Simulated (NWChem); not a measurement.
# One shape, several levels: C4H6F2 (SMILES FC/C=C\CF)

Wanted: a comparison of 4 runs (HF/STO-3G, HF/3-21G, B3LYP/6-31G*) of C4H6F2. 

The calculation is run with NWChem 7.3.0.

## Step 1: The molecule

The species is C4H6F2 (12 atoms), meant as a singlet with charge 0. As SMILES, `FC/C=C\CF`. Geometry: relaxed at PBE0-D4/def2-TZVP. This is a higher conformer, about 13 kJ/mol above the lowest found by a separate search.

Bond lengths: F1–C2 1.385 Å, C2–C3 1.496 Å, C3–C4 1.326 Å, C4–C5 1.485 Å, C5–F6 1.381 Å, C2–H7 1.093 Å, C2–H8 1.093 Å, C3–H9 1.086 Å, C4–H10 1.087 Å, C5–H11 1.097 Å, C5–H12 1.097 Å. Some angles: F1–C2–C3 108.7°, C2–C3–C4 128.3°, C3–C4–C5 127.9°, C4–C5–F6 112.4°, F1–C2–H7 107.7°, F1–C2–H8 107.7°, C3–C2–H7 112.1°, C3–C2–H8 112.1°, C2–C3–H9 113.4°, C4–C3–H9 118.3°.

## Step 2: Energy and gradient at HF/STO-3G (run 1)

File m1.nw:

```
echo
start m1
title "C4H6F2 gradient"
memory total 2200 mb
charge 0
geometry units angstroms noautosym nocenter noautoz
  F     -2.718200    -0.273100     0.813000
  C     -1.571100     0.173100     0.177400
  C     -0.411300    -0.642500     0.653000
  C      0.863300    -0.544400     0.299000
  C      1.471300     0.406000    -0.666700
  F      0.538300     1.258500    -1.223800
  H     -1.451800     1.233500     0.412300
  H     -1.728200     0.075300    -0.899500
  H     -0.686800    -1.401000     1.379900
  H      1.579700    -1.226600     0.749600
  H      1.958700    -0.136000    -1.486400
  H      2.233200     1.022200    -0.173700
end
basis spherical bse
  * library STO-3G
end
scf
  thresh 1e-08
  maxiter 80
end
task scf gradient
```

On the command line:

```console
$ nwchem m1.nw > m1.out
```

Output:

```text
[...]
  functions       =    36
[...]
  wavefunction    = RHF
[...]
         Total SCF energy =   -349.130316075986
      One-electron energy =   -948.737141367383
      Two-electron energy =    365.759056276239
 Nuclear repulsion energy =    233.847769015158
        Time for solution =      1.9s
[...]
                         RHF ENERGY GRADIENTS
    atom               coordinates                        gradient
                 x          y          z           x          y          z
   1 F      -5.136653  -0.516084   1.536347    0.008089   0.002311  -0.003751
   2 C      -2.968949   0.327112   0.335237    0.028135  -0.008618   0.001727
   3 C      -0.777244  -1.214149   1.233991   -0.049692   0.014045  -0.002008
   4 C       1.631400  -1.028767   0.565028    0.030949   0.029670  -0.032585
   5 C       2.780354   0.767229  -1.259880   -0.005808  -0.026731   0.024795
   6 F       1.017239   2.378220  -2.312647    0.007143  -0.006303   0.004062
   7 H      -2.743504   2.330977   0.779134   -0.005278  -0.006752   0.002181
   8 H      -3.265824   0.142296  -1.699809   -0.004151  -0.002024   0.007512
   9 H      -1.297864  -2.647506   2.607633   -0.000392  -0.000880   0.000891
  10 H       2.985200  -2.317938   1.416539    0.002346  -0.001645   0.000913
  11 H       3.701406  -0.257003  -2.808889   -0.005422   0.004515  -0.000683
[...]
```

Wall time 2.6 s (1 thread of AMD EPYC 9R45 (Zen 5), shared host); peak memory 0.099 GiB.

## Step 3: Energy and gradient at HF/3-21G (run 2)

File run.py:

```python
from ase import Atoms
from ase.calculators.nwchem import NWChem

mol = Atoms(['F', 'C', 'C', 'C', 'C', 'F', 'H', 'H', 'H', 'H', 'H', 'H'], positions=[
    [-2.718200, -0.273100, 0.813000],
    [-1.571100, 0.173100, 0.177400],
    [-0.411300, -0.642500, 0.653000],
    [0.863300, -0.544400, 0.299000],
    [1.471300, 0.406000, -0.666700],
    [0.538300, 1.258500, -1.223800],
    [-1.451800, 1.233500, 0.412300],
    [-1.728200, 0.075300, -0.899500],
    [-0.686800, -1.401000, 1.379900],
    [1.579700, -1.226600, 0.749600],
    [1.958700, -0.136000, -1.486400],
    [2.233200, 1.022200, -0.173700],
])

calc = NWChem(
    label='geom',
    theory='scf',
    memory='2200 mb',
    basis='3-21G',
    basispar='spherical bse',
    scf={'nopen': '0', 'rhf': None, 'thresh': '1e-08', 'maxiter': '80'},
)
mol.calc = calc

forces = mol.get_forces()
print(f"energy = {mol.get_potential_energy():.6f} eV")
print("forces (eV/A):")
for s, f in zip(mol.symbols, forces):
    print(f"{s:2s} {f[0]:10.5f} {f[1]:10.5f} {f[2]:10.5f}")
print("dipole (e A):", mol.get_dipole_moment().round(4))
```

On the command line:

```console
$ export ASE_NWCHEM_COMMAND="nwchem PREFIX.nwi > PREFIX.nwo"
$ python run.py
```

Output:

```text
energy = -9574.933183 eV
forces (eV/A):
F    -0.71919   -0.45735    0.55546
C     0.45473    1.13694   -1.10125
C     0.88122   -0.45257    0.21752
C    -0.68165   -0.59362    0.66247
C     1.39837   -0.24518   -0.07605
F    -1.05359    0.57469   -0.28606
H     0.10434   -0.48774   -0.17807
H     0.24004    0.08058    0.46640
H     0.08423    0.33980   -0.31892
H    -0.26148    0.31059   -0.21674
H    -0.16064    0.16193    0.43822
H    -0.28632   -0.36803   -0.16291
dipole (e A): [ 0.6596 -0.1271 -0.0265]
```

The calculator wrote geom.nwi:

```
title "geom"

permanent_dir geom

scratch_dir geom

start geom

geometry units angstrom nocenter noautosym noautoz
  F  -2.7181999999999999e+00 -2.7310000000000001e-01 8.1299999999999994e-01
  C  -1.5710999999999999e+00 1.7310000000000000e-01 1.7740000000000000e-01
  C  -4.1130000000000000e-01 -6.4249999999999996e-01 6.5300000000000002e-01
  C  8.6329999999999996e-01 -5.4440000000000000e-01 2.9899999999999999e-01
  C  1.4713000000000001e+00 4.0600000000000003e-01 -6.6669999999999996e-01
  F  5.3830000000000000e-01 1.2585000000000000e+00 -1.2238000000000000e+00
  H  -1.4518000000000000e+00 1.2335000000000000e+00 4.1230000000000000e-01
  H  -1.7282000000000000e+00 7.5300000000000006e-02 -8.9949999999999997e-01
  H  -6.8679999999999997e-01 -1.4010000000000000e+00 1.3798999999999999e+00
  H  1.5797000000000001e+00 -1.2265999999999999e+00 7.4960000000000004e-01
  H  1.9587000000000001e+00 -1.3600000000000001e-01 -1.4863999999999999e+00
  H  2.2332000000000001e+00 1.0222000000000000e+00 -1.7369999999999999e-01
end

memory 2200 mb

basis spherical bse noprint
   * library 3-21G
end

scf
  nopen 0
  rhf
  thresh 1e-08
  maxiter 80
end

task scf gradient
```

geom.nwo:

```text
Northwest Computational Chemistry Package (NWChem) 7.3.0
             --------------------------------------------------------

           Job information
           ---------------

    nwchem branch   = 7.3.0
    use scalapack   = T
    input           = geom.nwi
    prefix          = geom.
    data base       = geom/geom.db
    status          = startup
    nproc           =        1

           Memory information
           ------------------

    heap     =     72089596 doubles =      550.0 Mbytes
    stack    =     72089601 doubles =      550.0 Mbytes
    global   =    144179200 doubles =     1100.0 Mbytes (distinct from heap & stack)
    total    =    288358397 doubles =     2200.0 Mbytes
    verify   = yes
    hardfail = no

           Directory information
           ---------------------

  0 permanent = geom
  0 scratch   = geom

                                NWChem Input Module
                                -------------------

                                       geom
                                       ----

[... 128 lines left out ...]
 Convergence threshold     :          1.000E-08
[... 12 lines left out ...]
       Final RHF  results
[... 3 lines left out ...]
      One-electron energy =   -949.051868015951
[... 1 line left out ...]
 Nuclear repulsion energy =    233.847769015158
[... 42 lines left out ...]
                       ROHF Final Molecular Orbital Analysis
[... 244 lines left out ...]
     1   1 0 0      1.246533      0.000000    -29.481804
[... 8 lines of this table left out ...]
     2   0 0 2    -27.065863      0.000000    110.928646

                              NWChem Gradients Module
                              -----------------------

                                       geom

  wavefunction    =   RHF

                         RHF ENERGY GRADIENTS

    atom               coordinates                        gradient
                 x          y          z           x          y          z
   1 F      -5.136653  -0.516084   1.536347    0.013986   0.008894  -0.010802
   2 C      -2.968949   0.327112   0.335237   -0.008843  -0.022110   0.021416
   3 C      -0.777244  -1.214149   1.233991   -0.017137   0.008801  -0.004230
[... 8 lines of this table left out ...]
  12 H       4.220136   1.931678  -0.328245    0.005568   0.007157   0.003168

                 ----------------------------------------
                 |  Time  |  1-e(secs)   |  2-e(secs)   |
                 ----------------------------------------
                 |  CPU   |       0.00   |       0.23   |
                 ----------------------------------------
                 |  WALL  |       0.00   |       0.23   |
                 ----------------------------------------

 Task  times  cpu:        2.2s     wall:        2.2s
 Total times  cpu:        2.2s     wall:        2.2s
```

It took 2.9 s on 1 thread of AMD EPYC 9R45 (Zen 5), shared host; peak memory 0.1 GiB.

## Step 4: Energy and forces at B3LYP/6-31G(d) (spherical functions) (run 3)

File run.py:

```python
from ase import Atoms
from ase.calculators.nwchem import NWChem

molecule = Atoms(['F', 'C', 'C', 'C', 'C', 'F', 'H', 'H', 'H', 'H', 'H', 'H'], positions=[
    [-2.718200, -0.273100, 0.813000],
    [-1.571100, 0.173100, 0.177400],
    [-0.411300, -0.642500, 0.653000],
    [0.863300, -0.544400, 0.299000],
    [1.471300, 0.406000, -0.666700],
    [0.538300, 1.258500, -1.223800],
    [-1.451800, 1.233500, 0.412300],
    [-1.728200, 0.075300, -0.899500],
    [-0.686800, -1.401000, 1.379900],
    [1.579700, -1.226600, 0.749600],
    [1.958700, -0.136000, -1.486400],
    [2.233200, 1.022200, -0.173700],
])

calc = NWChem(
    label='sp',
    theory='dft',
    memory='2200 mb',
    basis='6-31G*',
    basispar='spherical bse',
    dft={'xc': 'b3lyp', 'mult': '1', 'grid': 'fine', 'convergence': 'energy 1e-08', 'iterations': '100', 'mulliken': None},
)
molecule.calc = calc

forces = molecule.get_forces()
e = molecule.get_potential_energy()
print(f"E = {e:.6f} eV")
print("forces (eV/A):")
for s, f in zip(molecule.symbols, forces):
    print(f"{s:2s} {f[0]:10.5f} {f[1]:10.5f} {f[2]:10.5f}")
print("dipole (e A):", molecule.get_dipole_moment().round(4))
```

On the command line:

```console
$ export ASE_NWCHEM_COMMAND="nwchem PREFIX.nwi > PREFIX.nwo"
$ python run.py
```

Output:

```text
E = -9678.174066 eV
forces (eV/A):
F    -0.28663   -0.13946    0.18373
C    -0.10243    0.20219   -0.15869
C    -0.19088   -0.18322    0.20394
C     0.31532   -0.17412    0.08469
C     0.26241    0.02232   -0.07472
F    -0.35898    0.25516   -0.14959
H     0.05734    0.12238   -0.03502
H     0.03785    0.04026   -0.12727
H    -0.04227   -0.05682    0.05775
H     0.08562   -0.05878    0.03538
H     0.10115   -0.05785   -0.05842
H     0.12141    0.02792    0.03826
dipole (e A): [ 0.5213 -0.0908 -0.0294]
```

The calculator wrote sp.nwi:

```
title "sp"

permanent_dir sp

scratch_dir sp

start sp

geometry units angstrom nocenter noautosym noautoz
  F  -2.7181999999999999e+00 -2.7310000000000001e-01 8.1299999999999994e-01
  C  -1.5710999999999999e+00 1.7310000000000000e-01 1.7740000000000000e-01
  C  -4.1130000000000000e-01 -6.4249999999999996e-01 6.5300000000000002e-01
  C  8.6329999999999996e-01 -5.4440000000000000e-01 2.9899999999999999e-01
  C  1.4713000000000001e+00 4.0600000000000003e-01 -6.6669999999999996e-01
  F  5.3830000000000000e-01 1.2585000000000000e+00 -1.2238000000000000e+00
  H  -1.4518000000000000e+00 1.2335000000000000e+00 4.1230000000000000e-01
  H  -1.7282000000000000e+00 7.5300000000000006e-02 -8.9949999999999997e-01
  H  -6.8679999999999997e-01 -1.4010000000000000e+00 1.3798999999999999e+00
  H  1.5797000000000001e+00 -1.2265999999999999e+00 7.4960000000000004e-01
  H  1.9587000000000001e+00 -1.3600000000000001e-01 -1.4863999999999999e+00
  H  2.2332000000000001e+00 1.0222000000000000e+00 -1.7369999999999999e-01
end

memory 2200 mb

basis spherical bse noprint
   * library 6-31G*
end

dft
  xc b3lyp
  mult 1
  grid fine
  convergence energy 1e-08
  iterations 100
  mulliken
end

task dft gradient
```

sp.nwo:

```text
Northwest Computational Chemistry Package (NWChem) 7.3.0
             --------------------------------------------------------

           Job information
           ---------------

    nwchem branch   = 7.3.0
    use scalapack   = T
    input           = sp.nwi
    prefix          = sp.
    data base       = sp/sp.db
    status          = startup
    nproc           =        1

           Memory information
           ------------------

    heap     =     72089596 doubles =      550.0 Mbytes
    stack    =     72089601 doubles =      550.0 Mbytes
    global   =    144179200 doubles =     1100.0 Mbytes (distinct from heap & stack)
    total    =    288358397 doubles =     2200.0 Mbytes
    verify   = yes
    hardfail = no

           Directory information
           ---------------------

  0 permanent = sp
  0 scratch   = sp

                                NWChem Input Module
                                -------------------

                                        sp
                                        --

[... 99 lines left out ...]
  convergence criterion.
[... 17 lines left out ...]
          Convergence on gradient requested:  5.00D-04
[... 26 lines left out ...]
          Convergence aids based upon iterative change in
[... 28 lines left out ...]
 1-e energy   =    -948.289076
[... 41 lines left out ...]
         Total DFT energy =     -355.666339706022
[... 2 lines left out ...]
    Exchange-Corr. energy =      -44.956607659924
[... 741 lines left out ...]
          Convergence on energy requested:  1.00D-08
[... 24 lines left out ...]
          Spatial weights used:  Erf1
[... 4 lines left out ...]
          total energy or number of iterations.
[... 18 lines left out ...]
                            NWChem DFT Gradient Module
                            --------------------------

                                        sp

  charge          =   0.00
  wavefunction    = closed shell

                         DFT ENERGY GRADIENTS

    atom               coordinates                        gradient
                 x          y          z           x          y          z
   1 F      -5.136653  -0.516084   1.536347    0.005574   0.002712  -0.003573
   2 C      -2.968949   0.327112   0.335237    0.001992  -0.003932   0.003086
   3 C      -0.777244  -1.214149   1.233991    0.003712   0.003563  -0.003966
[... 8 lines of this table left out ...]
  12 H       4.220136   1.931678  -0.328245   -0.002361  -0.000543  -0.000744

                 ----------------------------------------
                 |  Time  |  1-e(secs)   |  2-e(secs)   |
                 ----------------------------------------
                 |  CPU   |       0.01   |       1.24   |
                 ----------------------------------------
                 |  WALL  |       0.01   |       1.24   |
                 ----------------------------------------

 Task  times  cpu:       14.5s     wall:       14.5s
 Total times  cpu:       14.5s     wall:       14.5s
```

Run time: 15 s. Hardware: 1 thread of AMD EPYC 9R45 (Zen 5), shared host; peak memory 0.12 GiB.

## Step 5: Energy and forces at B3LYP/6-31G(d) (Cartesian functions) (run 4)

File geom.xyz:

```xyz
12
C4H6F2
F     -2.718200    -0.273100     0.813000
C     -1.571100     0.173100     0.177400
C     -0.411300    -0.642500     0.653000
C      0.863300    -0.544400     0.299000
C      1.471300     0.406000    -0.666700
F      0.538300     1.258500    -1.223800
H     -1.451800     1.233500     0.412300
H     -1.728200     0.075300    -0.899500
H     -0.686800    -1.401000     1.379900
H      1.579700    -1.226600     0.749600
H      1.958700    -0.136000    -1.486400
H      2.233200     1.022200    -0.173700
```

File run.py:

```python
from ase.io import read
from ase.calculators.nwchem import NWChem

mol = read('geom.xyz')

calc = NWChem(
    label='geom',
    theory='dft',
    memory='2200 mb',
    basis='6-31G*',
    dft={'xc': 'b3lyp', 'mult': '1', 'grid': 'fine', 'convergence': 'energy 1e-08', 'iterations': '100', 'mulliken': None},
)
mol.calc = calc

forces = mol.get_forces()
print("Total energy (eV):", round(mol.get_potential_energy(), 6))
print("forces (eV/A):")
for s, f in zip(mol.symbols, forces):
    print(f"{s:2s} {f[0]:10.5f} {f[1]:10.5f} {f[2]:10.5f}")
print("dipole (e A):", mol.get_dipole_moment().round(4))
```

On the command line:

```console
$ export ASE_NWCHEM_COMMAND="nwchem PREFIX.nwi > PREFIX.nwo"
$ python run.py
```

Output:

```text
Total energy (eV): -9678.316841
forces (eV/A):
F    -0.30334   -0.14882    0.19551
C    -0.09457    0.20168   -0.15992
C    -0.18054   -0.17735    0.19659
C     0.29686   -0.16949    0.08449
C     0.27562    0.00653   -0.06356
F    -0.36942    0.26878   -0.15951
H     0.05991    0.12321   -0.03841
H     0.04093    0.04314   -0.12835
H    -0.03980   -0.05764    0.05795
H     0.08665   -0.05718    0.03373
H     0.10403   -0.05795   -0.05605
H     0.12362    0.02504    0.03754
dipole (e A): [ 0.5218 -0.0907 -0.0297]
```

The calculator wrote geom.nwi:

```
title "geom"

permanent_dir geom

scratch_dir geom

start geom

geometry units angstrom nocenter noautosym noautoz
  F  -2.7181999999999999e+00 -2.7310000000000001e-01 8.1299999999999994e-01
  C  -1.5710999999999999e+00 1.7310000000000000e-01 1.7740000000000000e-01
  C  -4.1130000000000000e-01 -6.4249999999999996e-01 6.5300000000000002e-01
  C  8.6329999999999996e-01 -5.4440000000000000e-01 2.9899999999999999e-01
  C  1.4713000000000001e+00 4.0600000000000003e-01 -6.6669999999999996e-01
  F  5.3830000000000000e-01 1.2585000000000000e+00 -1.2238000000000000e+00
  H  -1.4518000000000000e+00 1.2335000000000000e+00 4.1230000000000000e-01
  H  -1.7282000000000000e+00 7.5300000000000006e-02 -8.9949999999999997e-01
  H  -6.8679999999999997e-01 -1.4010000000000000e+00 1.3798999999999999e+00
  H  1.5797000000000001e+00 -1.2265999999999999e+00 7.4960000000000004e-01
  H  1.9587000000000001e+00 -1.3600000000000001e-01 -1.4863999999999999e+00
  H  2.2332000000000001e+00 1.0222000000000000e+00 -1.7369999999999999e-01
end

memory 2200 mb

basis noprint
   * library 6-31G*
end

dft
  xc b3lyp
  mult 1
  grid fine
  convergence energy 1e-08
  iterations 100
  mulliken
end

task dft gradient
```

geom.nwo:

```text
Northwest Computational Chemistry Package (NWChem) 7.3.0
             --------------------------------------------------------

           Job information
           ---------------

    nwchem branch   = 7.3.0
    use scalapack   = T
    input           = geom.nwi
    prefix          = geom.
    data base       = geom/geom.db
    status          = startup
    nproc           =        1

           Memory information
           ------------------

    heap     =     72089596 doubles =      550.0 Mbytes
    stack    =     72089601 doubles =      550.0 Mbytes
    global   =    144179200 doubles =     1100.0 Mbytes (distinct from heap & stack)
    total    =    288358397 doubles =     2200.0 Mbytes
    verify   = yes
    hardfail = no

           Directory information
           ---------------------

  0 permanent = geom
  0 scratch   = geom

                                NWChem Input Module
                                -------------------

                                       geom
                                       ----

[... 99 lines left out ...]
  convergence criterion.
[... 17 lines left out ...]
          Convergence on gradient requested:  5.00D-04
[... 26 lines left out ...]
          Convergence aids based upon iterative change in
[... 28 lines left out ...]
 1-e energy   =    -948.289073
[... 41 lines left out ...]
         Total DFT energy =     -355.671586613032
[... 2 lines left out ...]
    Exchange-Corr. energy =      -44.910906157570
[... 781 lines left out ...]
          Convergence on energy requested:  1.00D-08
[... 24 lines left out ...]
          Spatial weights used:  Erf1
[... 4 lines left out ...]
          total energy or number of iterations.
[... 18 lines left out ...]
                            NWChem DFT Gradient Module
                            --------------------------

                                       geom

  charge          =   0.00
  wavefunction    = closed shell

                         DFT ENERGY GRADIENTS

    atom               coordinates                        gradient
                 x          y          z           x          y          z
   1 F      -5.136653  -0.516084   1.536347    0.005899   0.002894  -0.003802
   2 C      -2.968949   0.327112   0.335237    0.001839  -0.003922   0.003110
   3 C      -0.777244  -1.214149   1.233991    0.003511   0.003449  -0.003823
[... 8 lines of this table left out ...]
  12 H       4.220136   1.931678  -0.328245   -0.002404  -0.000487  -0.000730

                 ----------------------------------------
                 |  Time  |  1-e(secs)   |  2-e(secs)   |
                 ----------------------------------------
                 |  CPU   |       0.01   |       1.18   |
                 ----------------------------------------
                 |  WALL  |       0.01   |       1.18   |
                 ----------------------------------------

 Task  times  cpu:       15.1s     wall:       15.1s
 Total times  cpu:       15.2s     wall:       15.2s
```

Wall time 16 s (1 thread of AMD EPYC 9R45 (Zen 5), shared host); peak memory 0.13 GiB.

## Step 6: Overview of the runs

| run | level | iteration cap | module | energy (Eh) | dipole moment (D) | HOMO energy (eV) | LUMO energy (eV) | wall time |
| --- | --- | --- | --- | --- | --- | --- | --- | --- |
| 1 | HF/STO-3G | 80 | scf | -349.130316 | 1.75 | -8.44 | 8.12 | 2.6 s |
| 2 | HF/3-21G | 80 | scf | -351.872307 | 3.23 | -10.10 | 4.36 | 2.9 s |
| 3 | B3LYP/6-31G* (spherical functions) | 100 | dft | -355.666340 | 2.55 | -6.97 | 0.25 | 15 s |
| 4 | B3LYP/6-31G* (Cartesian functions) | 100 | dft | -355.671587 | 2.55 | -6.98 | 0.24 | 16 s |

## Step 7: Outcome

| quantity | value |
| --- | --- |
| run 4: total energy | -355.67159 Eh |
| run 4: dipole moment | 2.55 D |
| run 4: HOMO energy | -6.98 eV |
| run 4: LUMO energy | 0.24 eV |
| run 4: HOMO–LUMO gap | 7.22 eV |
| run 4: largest force on an atom | 0.484 eV/Å |

**Reading.** The dipole moment (its size) runs from 1.75 D (HF/STO-3G) to 3.23 D (HF/3-21G). The HOMO–LUMO gap runs from 7.22 eV (B3LYP/6-31G*) to 16.56 eV (HF/STO-3G). The two ends differ in method and basis. In run 1 the basis is minimal, so the values are rough. All runs together took 37 s, the longest 16 s.
